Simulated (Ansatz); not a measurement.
CH₄S, charge +1, doublet, at a GFN2-xTB geometry (a state made from the parent by changing its charge; the spin is typed, not shown lowest); BLYP/6-31G* (Ansatz, a quantum-chemistry and plane-wave program).

Input for Ansatz:
Ansatz 0.2 input:
```yaml
crystal:
  periodic: [false, false, false]
  atoms:
    - {symbol: C, position_ang: [-1.02943993, -0.44430689, 0.04872881]}
    - {symbol: S, position_ang: [0.55907768, 0.33245669, -0.03583469]}
    - {symbol: H, position_ang: [-1.13665527, -0.99947606, 0.98682976]}
    - {symbol: H, position_ang: [-1.80491537, 0.31648919, -0.02717459]}
    - {symbol: H, position_ang: [-1.14183024, -1.17864672, -0.75616545]}
    - {symbol: H, position_ang: [1.31479765, -0.79183217, 0.07749249]}
basis:
  gaussian:
    orbitals: 6-31G*
hamiltonian:
  xc: blyp
total_charge: 1
magnetization: {spin_polarized: true, initial_magnetization: 1}
```

What the program printed (banner, timings and long lists left out):

```
Functional definition: BLYP
561 factors; their error is unknown
mean field evaluation 1: about -11916.2343 eV, gradient 4.8e1 eV
mean field evaluation 2: about -11893.3523 eV, gradient 6.8e1 eV
mean field evaluation 4: about -11926.8564 eV, gradient 4.5e0 eV
mean field evaluation 8: about -11926.9436 eV, gradient 1.7e-1 eV
mean field evaluation 16: about -11926.9438 eV, gradient 2.3e-5 eV
mean field -11926.94376086 eV, -438.3070988389 hartree, gradient 2.3e-5 eV, S^2 0.752424; 0 other end points of the search recorded, 0 dependent functions left out
reference -11926.94397902 eV, -438.3071068560 hartree; 13, 12 occupied and 29, 30 virtual orbitals, 561 factors
Total energy: -11926.94397902 eV, -438.3071068560 hartree
```
